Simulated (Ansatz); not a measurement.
**NaH₂− (singlet): wave-function methods side by side, aug-cc-pVTZ**

One table from this session's results is given with a row withheld; the runs are named, their logs left out.

Computed with Ansatz 0.2.0, Gaussian basis. Level: aug-cc-pVTZ, core rule «outside noble gas», up to 5 orbitals frozen.

To be run: UHF; CCSD(T) on RHF; BCCD(T) on RHF; CCSDT(Q) on RHF; Full CI.

18 further runs of the same task are left out: 6 for a known fault of the program, 5 that didn't finish, 7 set aside as unsound or not needed. Runs told in other sessions of the task aren't counted.

### The geometry

The geometry is a PBE0/def2-TZVPD stationary point (not a proven minimum).

3 atoms, charge -1, spin multiplicity 1.

Atoms are counted from 1 here; the program's logs count them from 0.

Bond lengths: Na1–H2 2.066 Å, Na1–H3 2.066 Å. Angles: H2–Na1–H3 180.0°.

The first run:

Contents of in.yaml:

```yaml
crystal:
  periodic: [false, false, false]
  atoms:
    - {symbol: Na, position_ang: [0.000000, 0.000000, 0.000000]}
    - {symbol: H, position_ang: [0.000000, 0.000000, -2.065760]}
    - {symbol: H, position_ang: [0.000000, 0.000000, 2.065760]}
basis:
  gaussian: {orbitals: aug-cc-pVTZ}
total_charge: -1
magnetization: {spin_polarized: true, initial_magnetization: 0}
hamiltonian: {xc: hf}
output: {orbitals: {seedname: orbitals}}
```

Command:

```console
$ ansatz run in.yaml --threads 1 --pin off --events-out ev --progress --plain --max-ram 2393MiB
```

Steps of the session up to this table: UHF; CCSD(T) on RHF; BCCD(T) on RHF; CCSDT(Q) on RHF; Full CI.

One of the session's tables, all rows but one given; the rest of the session is left out.

| method | from FCI (meV) |
| --- | --- |
| RHF | +2011.5 |
| RMP2 | +472.6 |
| RCCSD | +9.1 |
| RCCSD(T) | +3.0 |
| BCCD(T) | +2.9 |
| RCCSDT | +0.4 |
| RCCSDT(Q) | ? |
| FCI | 0 |

**Question.** Estimate the row for RCCSDT(Q).

**Answer.** from FCI (meV): +0.1. In the column «from FCI (meV)» it lies between FCI (0) and RCCSDT (+0.4).
